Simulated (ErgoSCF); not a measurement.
# SiNH4 (SMILES N[SiH2]) at 6 levels

Wanted: a comparison of 6 runs (UHF/STO-3G, UHF/3-21G, UHF/def2-SVP, UB3LYP/6-31G*, UPBE0/def2-SVP, USVWN5/def2-SVP) of SiNH4. 

The results are computed with ErgoSCF 3.8.

1 further run of the same task is left out (set aside as unsound or not needed).

### 1 The molecule

SiNH4: 6 atoms, total charge 0, spin state doublet. As SMILES, `N[SiH2]`. The coordinates come from a PBE0-D4/def2-TZVP relaxation. This is one conformer, not always the lowest.

Bond lengths: N1–Si2 1.725 Å, N1–H3 1.008 Å, N1–H4 1.008 Å, Si2–H5 1.493 Å, Si2–H6 1.493 Å. Angles: N1–Si2–H5 107.3°, N1–Si2–H6 107.3°, Si2–N1–H3 119.9°, Si2–N1–H4 119.9°, H5–Si2–H6 110.5°, H3–N1–H4 110.9°.

### 2 The energy at UHF/STO-3G (run 1)

Input file input.ego:

```
set_nthreads("env")
molecule_inline
N     -0.11772994    -1.63177851     0.03949528
Si     0.58090181     1.54069371     0.30537974
H      1.06769526    -2.78904679    -0.90026553
H     -0.95166608    -2.54451623     1.48834830
H      1.24230595     2.47138383    -2.27541923
H     -1.74157160     2.83251049     1.25534506
EOF
scf.use_diagonalization = 1
tmpdir = "."
scf.max_number_of_iterations = 120
scf.output_mulliken_pop = 1
basis = "STO-3G"
spin_polarization = 1
run "HF"
```

The basis set STO-3G is read from a file made from the Basis Set Exchange's data (not shown).

Launch:

```sh
ergo input.ego
```

Log:

```text
[...]
INSC SCF_general constructor, number of basis functions: 18
[...]
INSC Energy   1 =       -287.68207543922
[...]
INDE E_LUMO =          0.24233545768
[...]
INSC Energy  15 =       -341.61249720465  ( diff     -0.000000000006708 )
[...]
RESC CONVERGED after  15 iterations.
RESC FINAL ENERGY:       -341.61249720465
RESC FINAL <S2> =          0.75161952789
[...]
INSC SCF: dipole_moment_x [atomic units] =       0.44467742
INSC SCF: dipole_moment_y [atomic units] =      -0.12667293
INSC SCF: dipole_moment_z [atomic units] =       0.38878426
[...]
```

It took 1.2 s on 1 thread of Arm Neoverse V2, shared host; peak memory 0.26 GiB.

### 3 The energy at UHF/3-21G (run 2)

Input file job.ego:

```
# single point, H4NSi
set_nthreads("env")
molecule_inline Angstrom
N  -0.062300 -0.863500 0.020900
Si 0.307400 0.815300 0.161600
H  0.565000 -1.475900 -0.476400
H  -0.503600 -1.346500 0.787600
H  0.657400 1.307800 -1.204100
H  -0.921600 1.498900 0.664300
EOF
scf.max_number_of_iterations = 120
scf.output_mulliken_pop = 1
spin_polarization = 1
scf.use_diagonalization = 1
basis = "3-21G"
tmpdir = "."
run "HF"
```

The basis set 3-21G is read from a file made from the Basis Set Exchange's data (not shown).

Launch:

```sh
ergo < job.ego
```

Log:

```text
[...]
INSC SCF_general constructor, number of basis functions: 30
[...]
INSC Energy   1 =       -207.28463198854
[...]
INDE E_LUMO =          0.06865562640
[...]
INSC Energy  16 =       -343.83761546328  ( diff     -0.000000000002615 )
[...]
RESC CONVERGED after  16 iterations.
RESC FINAL ENERGY:       -343.83761546328
RESC FINAL <S2> =          0.75393233253
[...]
INSC SCF: dipole_moment_x [atomic units] =       0.33108499
INSC SCF: dipole_moment_y [atomic units] =      -0.49124277
INSC SCF: dipole_moment_z [atomic units] =       0.33008216
[...]
```

Wall time 1.4 s (1 thread of Arm Neoverse V2, shared host); peak memory 0.26 GiB.

Run 3 isn't shown in full; the table further down has it.

### 4 A single-point energy at UB3LYP/6-31G(d) (spherical functions) (run 4)

Input file ergo.in:

```
# H4NSi
set_nthreads("env")
molecule_inline
N  -0.11772994 -1.63177851 0.03949528
Si 0.58090181 1.54069371 0.30537974
H  1.06769526 -2.78904679 -0.90026553
H  -0.95166608 -2.54451623 1.48834830
H  1.24230595 2.47138383 -2.27541923
H  -1.74157160 2.83251049 1.25534506
EOF
XC.angint = 41
spin_polarization = 1
XC.radint = 1e-11
scf.output_mulliken_pop = 1
scf.use_diagonalization = 1
scf.max_number_of_iterations = 120
charge = 0
tmpdir = "."
XC.sparse_mode = 0
basis = "6-31G*"
run "B3LYP-G"
```

The basis set 6-31G* is read from a file made from the Basis Set Exchange's data (not shown).

Launch:

```sh
ergo ergo.in
```

Log:

```text
[...]
INDF Weighted mixed functional:
[...]
INSC Energy   1 =       -171.91752116635
[...]
INDE E_LUMO =         -0.06990197238
[...]
INSC Energy  17 =       -346.61102715710  ( diff     -0.000000000003183 )
[...]
RESC CONVERGED after  17 iterations.
RESC FINAL ENERGY:       -346.61102715710
RESC FINAL <S2> =          0.75191440754
[...]
INSC SCF: dipole_moment_x [atomic units] =       0.08654094
INSC SCF: dipole_moment_y [atomic units] =      -0.65805617
INSC SCF: dipole_moment_z [atomic units] =       0.14046149
[...]
```

Run time: 9.9 s. Hardware: 1 thread of Arm Neoverse V2, shared host; peak memory 0.26 GiB.

Run 5 isn't shown in full; the table further down has it.

### 5 The energy at USVWN5/def2-SVP (run 6)

Input file input.ego:

```
# single point, H4NSi
set_nthreads("env")
molecule_inline Angstrom
N  -0.062300 -0.863500 0.020900
Si 0.307400 0.815300 0.161600
H  0.565000 -1.475900 -0.476400
H  -0.503600 -1.346500 0.787600
H  0.657400 1.307800 -1.204100
H  -0.921600 1.498900 0.664300
EOF
XC.sparse_mode = 0
XC.radint = 1e-11
charge = 0
scf.output_mulliken_pop = 1
tmpdir = "."
XC.angint = 41
spin_polarization = 1
scf.max_number_of_iterations = 120
basis = "def2-SVP"
scf.use_diagonalization = 1
run "SVWN5"
```

The basis set def2-SVP is read from a file made from the Basis Set Exchange's data (not shown).

Launch:

```sh
ergo input.ego
```

Log:

```text
[...]
INSC SCF_general constructor, number of basis functions: 52
[...]
INSC Energy   1 =       -140.53929712406
[...]
INDE E_LUMO =         -0.10208253492
[...]
INSC Energy  16 =       -344.83629406851  ( diff     -0.000000000001705 )
[...]
RESC CONVERGED after  16 iterations.
RESC FINAL ENERGY:       -344.83629406851
RESC FINAL <S2> =          0.75083504498
[...]
INSC SCF: dipole_moment_x [atomic units] =       0.03411560
INSC SCF: dipole_moment_y [atomic units] =      -0.72341519
INSC SCF: dipole_moment_z [atomic units] =       0.10285888
[...]
```

Run time: 6.3 s. Hardware: 1 thread of Arm Neoverse V2, shared host; peak memory 0.26 GiB.

### 6 All runs side by side

```
run                                level  integration grid  radint  energy (Eh)  dipole moment (D)   ⟨S²⟩  wall time
  1                           UHF/STO-3G                 –       –  -341.612497               1.54  0.752      1.2 s
  2                            UHF/3-21G                 –       –  -343.837615               1.72  0.754      1.4 s
  3                         UHF/def2-SVP                 –       –  -345.552522               1.52  0.755      9.3 s
  4  UB3LYP/6-31G* (spherical functions)             Turbo   1e-11  -346.611027               1.72  0.752      9.9 s
  5                       UPBE0/def2-SVP             Turbo   1e-11  -346.290147               1.68  0.752       13 s
  6                      USVWN5/def2-SVP             Turbo   1e-11  -344.836294               1.86  0.751      6.3 s
```

### 7 Outcome

```
            quantity          value
 run 6: total energy  -344.83629 Eh
run 6: dipole moment         1.86 D
         run 6: ⟨S²⟩          0.751
```

In words: The dipole moment (its size) runs from 1.52 D (UHF/def2-SVP) to 1.86 D (USVWN5/def2-SVP). Totals of different functionals can't be ranked against each other. In run 1 the basis is minimal, so the values are rough. All runs together took 41 s, the longest 13 s.
